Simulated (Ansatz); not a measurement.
Input file:

```yaml
crystal:
  periodic: [false, false, false]
  atoms:
    - {symbol: Al, position_ang: [0.000000, 0.000000, 0.000000]}
    - {symbol: S, position_ang: [0.000000, 0.000000, 2.012000]}
basis:
  gaussian: {orbitals: 6-31G}
magnetization: {spin_polarized: true, initial_magnetization: 3}
correlation: {method: ccsdt_q, electrons: outside_noble_gas}
```

```sh
$ ansatz run in.yaml --threads 1 --pin off --events-out ev --progress --plain --max-ram 2393MiB
```

Problem. Roughly how long does this take on 1 thread of INTEL XEON PLATINUM 8581C, shared host, and how much host memory?

Solution. 3.4 s wall and 0.13 GiB.

```
499 factors; integrals over basis functions are off by at most 7.1e-8 eV
mean field evaluation 1: about -17395.0060 eV, gradient 5.6e0 eV
mean field evaluation 2: about -17395.0130 eV, gradient 5.6e0 eV
mean field evaluation 4: about -17395.8135 eV, gradient 1.3e0 eV
mean field evaluation 8: about -17395.8992 eV, gradient 6.2e-3 eV
mean field evaluation 16: about -17396.1401 eV, gradient 4.7e-1 eV
mean field evaluation 32: about -17396.1836 eV, gradient 1.1e-1 eV
mean field evaluation 64: about -17396.1880 eV, gradient 1.1e-5 eV
mean field evaluation 96: about -17395.1644 eV, gradient 6.2e0 eV
mean field evaluation 128: about -17395.8992 eV, gradient 1.8e-5 eV
mean field evaluation 160: about -17396.2002 eV, gradient 4.4e-1 eV
...
mean field -17396.18796744 eV, -639.2981162436 hartree, gradient 3.0e-6 eV, S^2 3.752982; 13 other end points of the search recorded, 0 dependent functions left out
determinant -17396.18796744 eV, -639.2981162436 hartree, with singles and doubles -17397.66621483 eV, -639.3524408334 hartree
determinant -17395.89918263 eV, -639.2875035977 hartree, with singles and doubles -17397.33048587 eV, -639.3401030215 hartree
determinant -17394.06509843 eV, -639.2201022467 hartree, with singles and doubles -17395.46553255 eV, -639.2715672511 hartree
determinant -17393.14531751 eV, -639.1863009213 hartree, with singles and doubles -17394.65125366 eV, -639.2416430539 hartree
determinant -17392.84667391 eV, -639.1753259712 hartree, with singles and doubles -17394.67654573 eV, -639.2425725203 hartree
determinant -17396.18796744 eV, -639.2981162436 hartree, with singles and doubles -17397.70451562 eV, -639.3538483614 hartree
determinant -17395.89918263 eV, -639.2875035977 hartree, with singles and doubles -17397.34016614 eV, -639.3404587649 hartree
10 core orbitals not correlated: weight in the atoms' cores, before any rotation towards them, 1.000 or more for the frozen orbitals, at most 0.000 for the correlated occupied ones
reference -17396.18796744 eV, -639.2981162436 hartree; 6, 3 occupied and 10, 13 virtual orbitals, 499 factors
second order -1.13986728 eV of doubles, -0.00000000 eV of singles
...
cycle  14  -1.71154572 eV  change    1.3e-2 eV  update   7.9e-4
cycle  15  -1.71780828 eV  change   -6.3e-3 eV  update   8.2e-4
cycle  16  -1.71757133 eV  change    2.4e-4 eV  update   1.3e-4
cycle  17  -1.71838161 eV  change   -8.1e-4 eV  update   1.3e-4
cycle  18  -1.71849881 eV  change   -1.2e-4 eV  update   3.7e-5
cycle  19  -1.71852300 eV  change   -2.4e-5 eV  update   1.7e-5
cycle  20  -1.71852851 eV  change   -5.5e-6 eV  update   1.1e-5
cycle  21  -1.71852562 eV  change    2.9e-6 eV  update   4.9e-6
cycle  22  -1.71852227 eV  change    3.4e-6 eV  update   1.5e-6
cycle  23  -1.71852272 eV  change   -4.5e-7 eV  update   8.1e-7
perturbative correction -0.01123566 eV, -0.0004129029 hartree
WARN: these amplitudes may be one of several solutions (largest doubles amplitude 0.91, level shift 0.00 eV)
Total energy: -17397.91772582 eV, -639.3616836918 hartree
```

For the same geometry and basis full CI lies 3.2 meV higher. By full CI's occupations no single determinant describes the state well. The program flagged this run's energy as in doubt. The determinant fills πx and πy unequally, so it is a mixture of Σ and Δ.
